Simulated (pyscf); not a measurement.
H₃C–CH₂–CH₃ (SMILES CCC) + Cl• (SMILES [Cl]) → H₃C–CH₂–Cl (SMILES CCCl) + CH₃• (SMILES [CH3]), a substitution at C (doublet surface; C–C broken, C–Cl formed). Single points on ωB97X-D3(BJ)/def2-SVP structures (PySCF, gas phase). Energies in kJ/mol from the separated reactants.

Small-basis levels: PySCF, no dispersion term, spherical d functions. Open shells are spin-unrestricted. 

Quick SVWN5/6-31G* single points give ΔE‡ = 81.2 kJ/mol and ΔE = +37.9 kJ/mol. What does ωB97M-D3(BJ)/def2-TZVP give, and how far is the quick result from it?

ωB97M-D3(BJ)/def2-TZVP gives ΔE‡ = 151.1 kJ/mol and ΔE = +33.4 kJ/mol. SVWN5/6-31G* lies 70.0 kJ/mol under it in the barrier and 4.5 kJ/mol over it in the reaction energy, so on this step it does not hold to within 12.6 kJ/mol. ωB97M-D3(BJ)/def2-TZVP has limits of its own. The same reactants have a lower exit, to H₃C–CH•–CH₃ + HCl (highest point, the separated products, at -3.6 kJ/mol at ωB97M-D3(BJ), against +151.1 kJ/mol here). One saddle was located; it need not be the lowest between these sides. The angle at the attacked C is 160°. Left out: the spin-orbit lowering of Cl.
